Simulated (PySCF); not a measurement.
## H2CO: one-bond stretch

Method: B3LYP/[C def2-TZVP, O def2-TZVP, H def2-TZVP], no relativity, density fitting, PySCF.

Rigid scan from the singlet minimum (C–H 1.107 Å (×2), C–O 1.199 Å; H–C–H 115.9°, H–C–O 122.0° (×2)). Coordinate: the bond from C to the last atom (H) scaled, the rest fixed. Energies in kJ/mol from the minimum.

| scale of one bond | E (kJ/mol) | dipole size (D) |
| --- | --- | --- |
| 0.92 | 13.3 | 2.39 |
| 0.96 | 3.0 | 2.36 |
| 1.00 | 0.0 | 2.33 |
| 1.05 | 3.9 | 2.29 |
| 1.12 | 19.3 | 2.22 |
| 1.20 | 45.7 | 2.14 |
| 1.35 | 106.1 | 1.99 |
| 1.55 | 188.6 | – |
| 1.80 | 279.1 | – |
| 2.20 | 388.3 | – |

At long bonds a restricted determinant can lie too high, and another spin state can fall below this curve.

The scan took 5.2 s on 4 threads of a shared AMD EPYC 7R43 64-Core (Zen 3) host; the process peaked at 0.87 GiB. Launch command: `OMP_NUM_THREADS=4 python axn.py task.json out`.
